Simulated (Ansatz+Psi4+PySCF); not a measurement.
Two shapes of singlet CH4.

Shape 1:

```xyz
5

C     0.0000    0.0000    0.0000
H     0.9437    0.9437    0.9437
H    -0.6291   -0.6291    0.6291
H     0.6291   -0.6291   -0.6291
H    -0.6291    0.6291   -0.6291
```

Shape 2:

```xyz
5

C     0.0000    0.0000    0.0000
H     1.2582    1.2582    1.2582
H    -0.6291   -0.6291    0.6291
H     0.6291   -0.6291   -0.6291
H    -0.6291    0.6291   -0.6291
```

Basis set: cc-pVTZ (spherical functions). Frozen core: 1 orbital. Charge 0, multiplicity 1.

Computed with Ansatz (development build ahead of 0.2.0); each method stands on the lowest determinant of its kind that the runs found.

Problem. Which shape is lower in energy, and by how much in each method?

Solution.

| method | E(2) − E(1) (eV) |
| --- | --- |
| RHF | 2.561 |
| UHF | 1.408 |
| RHF-MP2 | 2.366 |
| UHF-MP2 | 2.401 |
| UHF-CCSD | 2.113 |

Shape 1 is lower. Caution for RHF, RHF-MP2: an unrestricted determinant lies well below. Caution for UHF, UHF-MP2, UHF-CCSD: the unrestricted determinant is spin contaminated. Caution for RHF-MP2, UHF-MP2, UHF-CCSD: large amplitudes, a single reference is doubtful. Caution for UHF-MP2, UHF-CCSD: a plain start can end on a higher determinant.
